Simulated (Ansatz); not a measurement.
## Mg (model structure, started from the simple cubic type, Pm-3m, No. 221, 1 atom in the cell)

The numbers are results of PBEsol in Ansatz (plane waves, PAW), not measurements.

Settings: plane-wave cutoff 500 eV, 24×24×24 k mesh, Fermi–Dirac smearing 0.1 eV, scalar-relativistic PAW data made under PBE.

Cell (relaxed at this level):

Mg is modelled in the cubic space group Pm-3m (No. 221), the simple cubic structure, Pearson symbol cP1. Conventional cell: a = 2.9968 Å, b = 2.9968 Å, c = 2.9968 Å, α = 90.00°, β = 90.00°, γ = 90.00°. Mg on 1a is surrounded by 6 Mg at 2.997 Å (octahedral). (Neighbours: up to the widest gap in distance over summed covalent radii, below 1.35, at either atom.)

```yaml
band_gap: zero (no gap)
```

Note: the relaxation could raise the start's symmetry but not lower it, so the cell can be a saddle point.

Static lattice: no zero-point or thermal effects.

Computing time: very roughly 20 core-seconds.

A model structure was made by putting elements into a prototype or built by hand; it is no filed structure, need not be a known phase, and can be a saddle point held by its symmetry.

Ansatz is a first-principles code.
